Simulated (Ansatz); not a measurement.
A made-up structure of AlBNH5, singlet:

```csv
atom,x (Å),y (Å),z (Å)
B1,-0.7197,1.0213,-0.6418
N2,-0.4623,0.1022,0.3871
Al3,0.9371,-1.0345,0.4115
H4,-1.6723,1.7495,-0.5927
H5,0.0342,1.0647,-1.5757
H6,-0.3405,2.0295,-0.2390
H7,1.9515,-0.9953,-0.7950
H8,1.0558,-2.0073,1.6548
```

It is relaxed with PBE-D4/def2-SVP and then PBE0-D4/def2-TZVP (Ansatz 0.2.0). Atoms count as bonded within 1.22 times the sum of their covalent radii (H–H: 0.88 Å). The end point is not checked to be a true minimum.

(1) Does its bonding change? (A judgement: the text doesn't fix the answer.)

Answers

(1) The calculation gives: Yes. Formed: H4–H6; broken: B1–H4, B1–H6.

Where it ends: The first stage lowers the energy by 3.35 eV in 45 steps. It ends as a complex of AlBNH₃ ([BH][N][AlH2]) + H₂:
```xyz
8
angstrom
B -0.3049 -0.0176 -2.3088
N 0.0542 -0.1142 -1.1145
Al 0.6059 -0.3336 0.5620
H -0.4754 1.6958 0.8345
H -0.6438 0.0771 -3.4278
H -0.2129 1.6310 1.5381
H 2.0567 0.1548 0.9628
H -0.2960 -1.1631 1.5631
```

Labels in which every atom is bracketed show which atoms are joined, not bond orders.

For scale, one of the runs: PBE0-D4/def2-TZVP relaxation, 129 basis functions, launched by `ansatz run in.yaml --threads 2 --pin off --events-out ev --progress --plain --max-ram 4352MiB`. Hardware: 2 CPU threads of an AMD EPYC 7R43, shared host. Wall time about 3.1 min.
